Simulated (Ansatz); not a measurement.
Process, species as SMILES: [CH2]Cl (CH2-Cl) → [CH2-]Cl (an electron is taken up)
B3LYP-D3(BJ)/def2-TZVP geometries, fixed; electronic energies without zero-point terms; positive where energy is released.

Basis-set convergence of the adiabatic electron affinity at CCSD(T) with Ansatz (a quantum-chemistry and plane-wave program). Cartesian d functions, on some or all atoms, in 6-31G**, 6-31+G*, 6-311G**, 6-311+G**; all else is spherical. Cores are frozen. Open shells are unrestricted. No added dispersion term, no relativity. Functions are those of the species that has most. Reference: Hartree-Fock in aug-cc-pV(Q+d)Z plus the correlation part extrapolated as X^-3 from aug-cc-pV(T+d)Z and aug-cc-pV(Q+d)Z, 0.677 eV, itself unsure by roughly 0.014 eV (a third of the extrapolation step and of the last Hartree-Fock step). Deviations are taken from unrounded values.

```tsv
basis	functions	adiabatic electron affinity (eV)	minus reference (eV)
STO-3G	16	-4.049	-4.726
6-31G	26	-0.265	-0.942
def2-SV(P)	36	-0.483	-1.159
def2-SVP	42	-0.388	-1.065
6-31G**	44	-0.417	-1.093
6-31+G*	46	0.126	-0.550
cc-pV(D+d)Z	47	-0.159	-0.836
6-311G**	57	0.047	-0.630
6-311+G**	65	0.291	-0.385
aug-pcseg-1	68	0.606	-0.071
6-311++G(2d,2p)	82	0.521	-0.155
def2-TZVPD	101	0.537	-0.139
6-311++G(3df,3pd)	122	0.557	-0.120
aug-pcseg-2	142	0.574	-0.103
aug-cc-pV(T+d)Z	147	0.632	-0.045
pcseg-3	190	0.563	-0.114
aug-cc-pV(Q+d)Z	261	0.651	-0.026
aug-pcseg-3	272	0.619	-0.058
```
